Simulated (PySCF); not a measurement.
Molecule: `C(C(C)C)#N`, C4H7N.

Structure with atom numbers: `[CH3:1][CH:2]([CH3:3])[C:4]#[N:5]` (H(Xn): hydrogen on atom n).

Spin–spin couplings on one PBE0-D3(BJ)/def2-SVP geometry, PySCF, gas phase, non-relativistic, equivalent pairs averaged (spin–dipole term only in couplings to heteroatoms); isotopes $^{13}$C, $^{1}$H; basis pcJ-1.

Reference values (Hz): $^{1}J$(C2,H(C2)) = 135.5 (measured; liquid or solution (compiled); T. W. Keal, PhD thesis, Durham 2005 (values of Maximoff, Peralta, Barone, Scuseria 2005)).

Question: How do the couplings (Hz) change with the functional? Times are CPU seconds on shared hosts with different chips, so compare them loosely.

Answer: 
```
functional  functions  $^{1}J$(C2,H(C2))  abs. error  core-s
        HF        205              175.5        40.0      14
       LDA        205              103.3        32.2      15
       PBE        205              125.0        10.5      19
       KT2        205              131.9         3.6      21
     B3LYP        205              136.9         1.4      17
      PBE0        205              130.1         5.4      19
     B97-2        205              122.8        12.7      19
 BHandHLYP        205              148.5        13.0      18
 CAM-B3LYP        205              134.8         0.7      26
```

Errors compare magnitudes, without vibrational corrections. Closest: CAM-B3LYP; furthest: HF.
